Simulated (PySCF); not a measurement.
Compound: C3H2ClOP.
Z-matrix (Å and degrees, PBE0-D3(BJ)/def2-SVP geometry), rows numbered from 1:
```
Cl
C   1  1.7031
C   2  1.3579  1  129.43
P   3  1.7815  2  110.11  1   179.83
C   4  1.7078  3   87.41  2     0.03
O   2  1.3388  1  114.91  3   179.88
H   3  1.0886  2  123.22  1    -0.11
H   5  1.0899  4  130.76  3  -179.93
```

Method: MP2 and CCSD/aug-cc-pVDZ in PySCF, restricted Hartree–Fock reference, 14 core orbitals frozen, non-relativistic, gas phase, PBE0-D3(BJ)/def2-SVP geometry.

E(HF) = -989.84807 Eh.

(1) How large is the problem?

(2) What are the MP2 and CCSD correlation energies?

(3) What is the T1 diagnostic?

(4) How does correlation change the dipole moment?

Answers

(1) 164 basis functions and 60 electrons; 14 orbitals frozen, which leaves o = 16 correlated occupied and v = 134 virtual orbitals. That is o·v = 2144 singles and o·v(o·v + 1)/2 = 2299440 distinct closed-shell doubles amplitudes before symmetry; the costliest CCSD step grows as o²v⁴ = 8.3 × 10^10.

(2) MP2 -0.8709 Eh and CCSD -0.8983 Eh, which gives totals of -990.71901 and -990.74641 Eh. That is 0.764 eV for each correlated electron at CCSD (2359 kJ/mol in all, 0.091 % of the total energy); MP2 gives 96.9 % of the CCSD value.

(3) 0.0146, below the customary warning level of 0.02. It is the norm of the spatial-orbital singles amplitudes over the root of the number of correlated electrons, so the norm is 0.083.

(4) HF gives 0.22 D and CCSD (unrelaxed density) 0.14 D, a change of -0.08 D; the two vectors are 17° apart.

Connected triples and the basis-set limit are missing.
